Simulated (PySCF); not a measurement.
# How methods differ on the ionisation energy of B

B [He] 2s2 2p1 (2P) → B⁺ [He] 2s2 (1S), as a difference of total energies. All numbers are calculated (PySCF 2.14, no relativity, point nucleus, in aug-cc-pVQZ). Correlated levels: valence: 1s2 frozen. The calculations carry no spin-orbit coupling.

Order these methods by the ionisation energy they give, lowest first.
A. CCSD(T) (valence)
B. MP2 (valence)
C. UHF
D. CCSD (valence)

C (8.041 eV), D (8.192 eV), A (8.232 eV), B (8.290 eV).

Errors of the correlated levels include the incompleteness of this basis and the frozen core.

For comparison: 8.297 eV (measured; NIST levels, between the centres of gravity of the two terms).
